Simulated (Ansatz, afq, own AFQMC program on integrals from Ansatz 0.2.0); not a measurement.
AlH3⁺, doublet in cc-pVDZ, levels against full CI

```json
{"atom": "Al", "x (Å)": "0.0000", "y (Å)": "0.0567", "z (Å)": "-0.0039"}
{"atom": "H", "x (Å)": "0.0000", "y (Å)": "0.2258", "z (Å)": "-1.5551"}
{"atom": "H", "x (Å)": "0.0000", "y (Å)": "0.2385", "z (Å)": "1.6642"}
{"atom": "H", "x (Å)": "0.0000", "y (Å)": "-1.9825", "z (Å)": "-0.0039"}
```

Basis cc-pVDZ. Noble-gas cores (and the filled d shells of Ga–Kr and In–Xe) are frozen. Integrals, coupled cluster, full CI and functionals: Ansatz 0.2.0; the random walks run on the same integrals in our own AFQMC program. The CISD trial takes its coefficients from CCSD amplitudes. Released means that phaseless walkers are propagated on without the constraint, phases kept. Free projection: walkers drawn from exp(T), propagated without any constraint. Its projection time is finite, and what remains of the start isn't in its error. ± is one standard error of the sampling.

Determinant: UHF, the one that the program's search chose, which needn't be the lowest solution. The geometry is a point of a scan.

Full CI on the same integrals is exact in this basis and with this determinant's frozen core.

Cautions: the released energies have errors that jump between times, so the bars are unsure, so no released level is given (meV from the phaseless value at times in 1/Eh: -1.6 ± 0.5 at 0.24, -1.7 ± 0.5 at 0.51, -2.9 ± 0.4 at 0.99, -18 ± 14 at 1.62, -3.9 ± 0.3 at 2.40), though the last usable value meets full CI within the noise.

The T1 diagnostic is 0.0168 and the weight of the determinant in the CISD state is 0.943. The ⟨S²⟩ of the determinant is 0.754 and the size of the correlated space is 5 electrons in 28 orbitals.

```json
{"level": "MP2", "correlation energy (eV)": "-1.4451"}
{"level": "CCSD", "correlation energy (eV)": "-1.9669"}
{"level": "CCSD(T)", "correlation energy (eV)": "-1.9914"}
```

Estimate where free-projection AFQMC lies against CCSD(T) on the same integrals.

12.2 ± 0.3 meV below CCSD(T).

Reference: full CI, correlation energy -2.004 eV.

| level | E − E(reference) (meV) | share of correlation (%) |
| --- | --- | --- |
| CCSD(T) | 12.5 | 99.38 |
| CCSDT | 1.1 | 99.95 |
| CCSDT(Q) | 0.4 | 99.98 |
| CCSDTQ | 0.0 | 100.00 |
| ph-AFQMC/HF | -20.3 ± 12.8 | 101.01 |
| ph-AFQMC/CISD | 2.5 ± 0.9 | 99.88 |
| free AFQMC | 0.3 ± 0.3 | 99.98 |

CCSDT and higher add their correlation energy to the determinant of the CCSD(T) run, since their own runs factorise the integrals more tightly (a shift of under 2 meV). Free projections are given only where their last times agree within the noise and don't stop above the reference; a slow remainder of the start can still hide under it. A walk keeps the symmetry of its determinant, which the program's search chose and which needn't be the lowest solution, so a lower state of the same spin and another symmetry isn't excluded.
